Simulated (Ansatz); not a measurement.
A trace of molecular dynamics of Al2H6O (9 atoms, charge 0, multiplicity 1).

The calculation used Ansatz, RKS revPBE-D4/def2-SVP.

```yaml
ensemble: NVE (velocity Verlet)
starting_velocities_drawn_for: 100 K
seed: 2245
```

| time (fs) | T (K) | potential energy less start (eV) | conserved less start (meV/atom) |
| --- | --- | --- | --- |
| 0.0 | 100 | 0.000 | 0.00 |
| 4.0 | 81 | 0.017 | 0.01 |
| 8.0 | 94 | 0.006 | 0.01 |
| 12.0 | 185 | -0.076 | 0.02 |
| 16.0 | 423 | -0.292 | 0.02 |
| 20.0 | 760 | -0.597 | -0.01 |
| 24.0 | 1000 | -0.815 | -0.03 |
| 28.0 | 1071 | -0.878 | -0.02 |
| 32.0 | 1005 | -0.819 | -0.01 |
| 36.0 | 933 | -0.754 | 0.01 |
| 40.0 | 940 | -0.760 | -0.01 |
| 44.0 | 941 | -0.761 | -0.01 |
| 48.0 | 879 | -0.705 | 0.01 |
| 52.0 | 858 | -0.686 | 0.01 |
| 56.0 | 898 | -0.722 | 0.01 |
| 60.0 | 915 | -0.737 | 0.01 |
| 64.0 | 871 | -0.697 | 0.01 |
| 68.0 | 784 | -0.619 | 0.02 |
| 72.0 | 716 | -0.557 | 0.03 |
| 76.0 | 696 | -0.539 | 0.03 |
| 80.0 | 754 | -0.591 | 0.02 |
| 84.0 | 808 | -0.641 | 0.01 |
| 88.0 | 853 | -0.681 | 0.01 |
| 92.0 | 831 | -0.661 | 0.01 |
| 96.0 | 765 | -0.602 | 0.00 |
| 100.0 | 686 | -0.530 | 0.01 |

Task: Can this run be trusted? Judge the integration.

Result: The conserved energy stayed within 0.045 meV per atom of its start (net change 0.013 meV per atom), so the integration is sound. The system heated up, since it started high on the potential surface and ran downhill. A run of 0.1 ps of so small a system gives no equilibrium averages. The orbitals stay closed-shell, which can raise the energy where a bond breaks towards radicals; this wasn't checked here. The time step was 0.5 fs.

The run took 7.5 min on 1 thread of AMD EPYC 7R43 64-Core Processor (Zen 3), with other jobs on the host, peak memory 0.17 GiB.
